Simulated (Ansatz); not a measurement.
Cost and result for the atomization energy of C5H10O2, SMILES `CC1OCCCO1` (17 atoms, 17 bonds).

```xyz
17

C     1.314   -0.602    1.339
C     1.104    0.548    0.368
O    -0.030    1.318    0.679
C    -1.254    0.675    0.387
C    -1.291    0.246   -1.067
C    -0.052   -0.577   -1.357
O     1.110    0.131   -0.974
H     0.509   -1.337    1.311
H     2.248   -1.112    1.097
H     1.381   -0.209    2.354
H     1.942    1.244    0.446
H    -1.406   -0.193    1.045
H    -2.036    1.401    0.616
H    -2.196   -0.334   -1.274
H    -1.297    1.132   -1.707
H     0.059   -0.782   -2.423
H    -0.107   -1.546   -0.839
```

The species carries charge 0 and has multiplicity 1. All single points use the PBE0-D4/def2-TZVP geometry. It is a higher conformer; a search finds a lower one. Program: Ansatz. All runs use 2 threads of an AMD EPYC 7R13 on a shared host and a share of an NVIDIA H100 80 GB. Times are those of one run each, without the atoms' runs, and a repeat can differ threefold. Electronic energies, without spin–orbit coupling; frozen cores. CCSD(T)/CBS adds CCSD(T) − MP2 in def2-TZVPP to the MP2 limit, and its time is that of the two runs behind it. T1 = 0.011. HSE06 is the plane-wave form, built on full-range PBE exchange.

CCSD(T)/CBS is a level of theory with its own doubt, some kJ/mol a heavy atom from the limit and from the frozen cores, so smaller differences don't rank the functionals.

```json
{"level": "BLYP-D4/def2-TZVPP", "functions": "357", "wall time": "5 s", "atomization (kJ/mol)": "6913.1", "difference from CCSD(T)/CBS": "-18.8", "per bond": "-1.1"}
{"level": "PBE0-D4/def2-TZVPP", "functions": "357", "wall time": "6 s", "atomization (kJ/mol)": "6984.0", "difference from CCSD(T)/CBS": "52.1", "per bond": "3.1"}
{"level": "LDA (SPW92)/def2-TZVPP", "functions": "357", "wall time": "6.5 s", "atomization (kJ/mol)": "8026.2", "difference from CCSD(T)/CBS": "1094.3", "per bond": "64.4"}
{"level": "PBE-D4/def2-TZVPP (with forces)", "functions": "357", "wall time": "7 s", "atomization (kJ/mol)": "7111.4", "difference from CCSD(T)/CBS": "179.5", "per bond": "10.6"}
{"level": "r2SCAN-D4/def2-TZVPP (with forces)", "functions": "357", "wall time": "8 s", "atomization (kJ/mol)": "6954.9", "difference from CCSD(T)/CBS": "23.0", "per bond": "1.4"}
{"level": "BHLYP-D4/def2-TZVPP", "functions": "357", "wall time": "8.5 s", "atomization (kJ/mol)": "6714.6", "difference from CCSD(T)/CBS": "-217.3", "per bond": "-12.8"}
{"level": "r2SCANh-D4/def2-TZVPP", "functions": "357", "wall time": "9 s", "atomization (kJ/mol)": "6913.6", "difference from CCSD(T)/CBS": "-18.3", "per bond": "-1.1"}
{"level": "CCSD(T)/def2-SVP", "functions": "148", "wall time": "9.5 s", "atomization (kJ/mol)": "6644.3", "difference from CCSD(T)/CBS": "-287.6", "per bond": "-16.9"}
{"level": "ωB97M-V/def2-TZVPP (with forces)", "functions": "357", "wall time": "10 s", "atomization (kJ/mol)": "6955.9", "difference from CCSD(T)/CBS": "24.0", "per bond": "1.4"}
{"level": "HSE06-D4/def2-TZVPP", "functions": "357", "wall time": "12 s", "atomization (kJ/mol)": "6989.1", "difference from CCSD(T)/CBS": "57.2", "per bond": "3.4"}
{"level": "MP2/def2-QZVPP", "functions": "699", "wall time": "12 s", "atomization (kJ/mol)": "6986.1", "difference from CCSD(T)/CBS": "54.2", "per bond": "3.2"}
{"level": "CCSD(T)/def2-TZVPP", "functions": "357", "wall time": "25 s", "atomization (kJ/mol)": "6769.1", "difference from CCSD(T)/CBS": "-162.8", "per bond": "-9.6"}
{"level": "CCSD(T)/CBS(def2)", "functions": "–", "wall time": "37 s", "atomization (kJ/mol)": "6931.9", "difference from CCSD(T)/CBS": "0.0", "per bond": "0.0"}
```

Leaving LDA and LC-ωPBE aside and taking each functional with its dispersion term where it has one, the values spread over 396.8 kJ/mol, from BHLYP-D4 to PBE-D4. LDA lies +952.0 kJ/mol from PBE without D4, its usual overbinding. The D4 term adds +59.0 kJ/mol with B3LYP and +31.3 kJ/mol with PBE0; it sums over pairs of atoms, weighted by their polarisabilities, and B3LYP, whose exchange is more repulsive, gets the larger term. At CCSD(T), def2-SVP lies −287.5 kJ/mol from the extrapolated value and def2-TZVPP −162.7 kJ/mol: correlation converges slowly with the basis, and small sets miss more of it in the bonded molecule than in its fragments.

B3LYP here is the variant with VWN-RPA as its local correlation; programs differ in this.
